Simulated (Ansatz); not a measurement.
The inner images of a band of BClFH + H (5 atoms, charge 0, multiplicity 2) are given out of order.

Level of theory: UKS PBE0-D4/def2-SVP in Ansatz 0.2.0.

Image 0:

```xyz
5
Properties=species:S:1:pos:R:3
B 0.002 0.000 -0.208
Cl -0.009 0.000 1.537
H 1.037 0.000 -0.820
F -1.143 0.000 -0.847
H 0.000 0.000 4.973
```

Image 6:

```xyz
5
Properties=species:S:1:pos:R:3
B -0.080 0.400 -0.164
Cl 0.782 0.086 2.519
H 0.870 -0.214 -0.611
F -1.225 -0.194 0.074
H -0.459 -0.078 2.817
```

Question: Put them in order from the first end to the last, with their energies above the first end.
A.
```xyz
5
Properties=species:S:1:pos:R:3
B 0.009 0.089 0.131
Cl 0.077 1.211 1.466
H 1.014 -0.388 -0.325
F -1.160 -0.230 -0.368
H -0.052 -0.681 3.732
```
B.
```xyz
5
Properties=species:S:1:pos:R:3
B 0.012 0.051 -0.119
Cl 0.074 0.891 1.410
H 1.019 -0.289 -0.680
F -1.158 -0.204 -0.653
H -0.061 -0.448 4.678
```
C.
```xyz
5
Properties=species:S:1:pos:R:3
B 0.020 0.246 0.080
Cl 0.044 0.596 2.064
H 1.036 -0.324 -0.240
F -1.182 -0.151 -0.310
H -0.030 -0.367 3.042
```
D.
```xyz
5
Properties=species:S:1:pos:R:3
B -0.004 0.348 -0.227
Cl 0.184 0.683 2.470
H 0.979 -0.368 -0.241
F -1.213 -0.155 -0.263
H -0.059 -0.508 2.896
```
E.
```xyz
5
Properties=species:S:1:pos:R:3
B -0.034 0.374 -0.227
Cl 0.616 0.457 2.535
H 0.893 -0.381 -0.448
F -1.243 -0.085 -0.008
H -0.343 -0.366 2.783
```

Answer: B (-0.1 kJ/mol), A (+0.8 kJ/mol), C (+110.1 kJ/mol), D (+92.6 kJ/mol), E (+91.5 kJ/mol).

Time of the run: 110 s on 1 thread of Intel(R) Xeon(R) 6975P-C (Granite Rapids) (shared host), peak memory 0.14 GiB.
